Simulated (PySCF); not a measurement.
Isomers of C4H3FS, one conformer each. Theory: core-valence-separated Tamm–Dancoff BHandHLYP/aug-pcX-1 (pcseg-1 on H, def2-SVPD on S) in PySCF, non-relativistic, gas phase, PBE0-D3(BJ)/def2-SVP geometry. BHandHLYP without relativity tends to put these K edges a few eV too low, so spacings mean more than positions.

P. `F/C=C/C=C=S`
Q. `Fc1cccs1`

Main lines, eV (oscillator strength):
1. C K: 282.0 (0.079), 283.4 (0.051), 283.9 (0.049), 284.6 (0.067), 284.8 (0.066); F K: 685.6 (0.010), 686.2 (0.010), 686.6 (0.011), 687.5 (0.015), 687.9 (0.002)
2. C K: 283.4 (0.052), 283.6 (0.055), 283.7 (0.059), 285.5 (0.068), 285.7 (0.037); F K: 686.4 (0.024), 686.4 (0.009), 687.9 (0.014), 688.2 (0.003), 688.9 (0.005)
Listed: the first five lines at most of each edge with a tenth or more of its strongest line's intensity; roots within 0.03 eV on the same or equivalent atoms are summed. Only the lowest roots were sought, and the top ones are left out.

Question: Which spectrum belongs to which isomer?

Answer: 1 = P, 2 = Q.
- P: first C line listed at 282.0 eV, hole on the central carbon of cumulated double bonds; first F line listed at 685.6 eV, hole on the vinyl fluorine.
- Q: first C line listed at 283.4 eV, hole on the aromatic CH carbon (1s→π*); first F line listed at 686.4 eV, hole on the aryl fluorine.

Question: What are the ground-state energies of the isomers at BHandHLYP/aug-pcX-1 (pcseg-1 on H, def2-SVPD on S), relative to the lowest?

Answer: P 113.8, Q 0.0 kJ/mol (electronic energies on these geometries, no dispersion or zero-point terms).
